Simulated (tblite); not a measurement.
C3H4NO (doublet state).
Geometry (GFN2-xTB, Å), atoms numbered from 1 in this order:
```
atom  x, y, z in Å
N1    -1.9460   -0.0533   -0.4623
C2    -0.8835   -0.2267    0.1813
C3     0.5002   -0.1365   -0.3314
C4     1.5261    0.5614    0.4302
O5     1.5138   -0.7860    0.4543
H6    -1.8279    0.1588   -1.4524
H7    -0.9717   -0.4523    1.2404
H8     0.6343   -0.2178   -1.4075
H9     1.4683    1.1585    1.3223
```

Computed with GFN2-xTB (tblite): harmonic, unscaled wavenumbers at the GFN2-xTB geometry, gas phase. The method is semi-empirical: single wavenumbers can be off by several per cent or more. One conformer, not necessarily the lowest. Open shells enter through the occupations alone, without spin polarisation, and single modes of such species can be off by tens of per cent.

Harmonic wavenumbers (cm⁻¹): 110.8, 287.4, 316.9, 482.3, 741.6, 829.1, 879.1, 991.6, 1007.4, 1036.8, 1069.8, 1083.0, 1166.0, 1258.4, 1319.3, 1469.2, 1720.7, 2998.2, 3016.0, 3069.5, 3317.3.

A = 20149, B = 3304, C = 3216 MHz; mass 70.029 u (most abundant isotopes); point group C1, symmetry number 1; spin multiplicity 2.

Q: Zero-point energy?

A: ½Σν̃ = 14085 cm⁻¹ = 168.50 kJ/mol.

Q: Entropy at 400 K, 1 bar (ideal gas, RRHO, classical rotation)?

A: Translation 167.95, rotation 107.52, vibration 49.13, spin (R ln 2) 5.76: S = 330.4 J/(mol K).

Q: And Cp and H(400 K) − H(0)?

A: Cp = 98.08 J/(mol K), of which vibrations give 64.83 (their classical limit is 21 R = 174.6); H(400 K) − H(0) = 24.76 kJ/mol without the zero-point energy, 11.46 from vibrations.

Q: Which modes carry the vibrational entropy at 400 K?

A: 110.8 cm⁻¹: 16.02; 287.4 cm⁻¹: 8.40; 316.9 cm⁻¹: 7.66; 482.3 cm⁻¹: 4.70; 741.6 cm⁻¹: 2.25; 829.1 cm⁻¹: 1.76 J/(mol K); the other 15 give 8.33 together.

Q: How do the functions run with temperature in this model?

A: 
```json
{"T (K)": "150", "S (J/(mol K))": "261.2", "Cp (J/(mol K))": "52.1", "H − H(0) (kJ/mol)": "6.19", "G − H(0) (kJ/mol)": "-32.99", "ln q(vib)": "0.55"}
{"T (K)": "250", "S (J/(mol K))": "291.6", "Cp (J/(mol K))": "69.0", "H − H(0) (kJ/mol)": "12.21", "G − H(0) (kJ/mol)": "-60.68", "ln q(vib)": "1.25"}
{"T (K)": "298.15", "S (J/(mol K))": "304.5", "Cp (J/(mol K))": "78.5", "H − H(0) (kJ/mol)": "15.75", "G − H(0) (kJ/mol)": "-75.04", "ln q(vib)": "1.62"}
{"T (K)": "600", "S (J/(mol K))": "376.2", "Cp (J/(mol K))": "127.7", "H − H(0) (kJ/mol)": "47.56", "G − H(0) (kJ/mol)": "-178.14", "ln q(vib)": "4.26"}
{"T (K)": "900", "S (J/(mol K))": "433.5", "Cp (J/(mol K))": "154.6", "H − H(0) (kJ/mol)": "90.28", "G − H(0) (kJ/mol)": "-299.91", "ln q(vib)": "7.01"}
```

q(vib) and H(0) count from the zero-point level.

Q: What must be added to the electronic energy to get the Gibbs energy at 400 K and 1 bar?

A: ZPE + [H(400 K) − H(0)] − T·S = 168.50 + 24.76 − 132.14 = 61.12 kJ/mol.

Q: Blend soft modes into free rotors: weight 1/[1 + (100 cm⁻¹/ν̃)⁴] for the oscillator and the rest for a rotor with moment μB/(μ + B), μ = h/(8π²ν), B = 10⁻⁴⁴ kg m². What vibrational entropy results?

A: 47.84 J/(mol K) in place of 49.13, which changes −T·S at 400 K by +0.52 kJ/mol.

Hindered rotation and anharmonicity are outside this model. Other conformers, if any are populated, would add a mixing term that is left out. The structure is chiral; the term R ln 2 for an equal mix with its mirror image is left out.
